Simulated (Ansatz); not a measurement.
## H2LiN, SMILES [Li][NH2]: vertical and adiabatic energies of changing the electron count, step by step

Computed with the Python package of Ansatz (0.2.0).

Run as a notebook:

```python
import itertools

import ansatz as az
from ase.data import atomic_numbers, covalent_radii
import numpy as np

GEOMETRY = '''
Li   -1.59170   -0.12560   -0.08320
N     0.29890   -0.19190   -0.24740
H     0.61860    0.79240   -0.35540
H     0.72980   -0.53520    0.66570
'''
```

```python
molecule = az.Crystal.molecule()
for line in GEOMETRY.strip().splitlines():
    symbol, *xyz = line.split()
    molecule = molecule.atom(symbol, [float(v) for v in xyz])
```

```python
calc = (
    molecule.calculation()
    .basis(gaussian='cc-pVDZ')
    .functional('B3LYP')
)
symbols = [site.symbol for site in molecule.cartesian_sites]
start = np.array([site.position_ang for site in molecule.cartesian_sites], dtype=float)
data = calc.relax(force_tolerance=0.01, max_steps=100).run(threads=1).report
end = np.array(data['positions_ang'])
```

```python
minimum = az.Crystal.molecule()
for symbol, place in zip(symbols, end):
    minimum = minimum.atom(symbol, place.tolist())
ion = minimum.calculation()
ion = ion.basis(gaussian='cc-pVDZ')
ion = ion.functional('B3LYP')
ion = ion.charge(1)
ion = ion.spin('collinear', total=1)
vertical = ion.run(threads=1).report
settled = ion.relax(force_tolerance=0.01, max_steps=80).run(threads=1).report
print(f'vertical ionisation energy   {vertical["free_energy_ev"] - data["free_energy_ev"]:.3f} eV')
print(f'adiabatic, no zero point     {settled["free_energy_ev"] - data["free_energy_ev"]:.3f} eV')
print(f'relaxation energy of the ion {vertical["free_energy_ev"] - settled["free_energy_ev"]:.3f} eV')
ionised = np.array(settled['positions_ang'])
# pairs closer than 1.2 times the sum of covalent radii, before or after
radius = [covalent_radii[atomic_numbers[s]] for s in symbols]
span = lambda where, i, j: np.linalg.norm(where[i] - where[j])
bonded = [(i, j) for i, j in itertools.combinations(range(len(symbols)), 2) if min(span(end, i, j), span(ionised, i, j)) < 1.2 * (radius[i] + radius[j])]
print('pair        before    after (A)')
for i, j in bonded:
    print(f'{symbols[i]}{i}-{symbols[j]}{j}'.ljust(10), f'{span(end, i, j):8.4f} {span(ionised, i, j):8.4f}')
```

    vertical ionisation energy   7.128 eV
    adiabatic, no zero point     6.882 eV
    relaxation energy of the ion 0.246 eV
    pair        before    after (A)
    Li0-N1       1.7370   1.9910
    N1-H2        1.0243   1.0341
    N1-H3        1.0242   1.0341

Caveats:
- The energies are electronic: no zero-point or thermal terms, and the basis set is short of its limit. The product may relax into another structure. Each relaxation finds its nearest minimum, which needn't be the lowest.
- b3lyp holds the VWN-RPA fit, as in Gaussian; the form of ORCA and Turbomole is b3lyp5.
- Finished in 25 s on 1 thread of Arm Neoverse N1, on a shared host, peak memory 0.19 GiB.
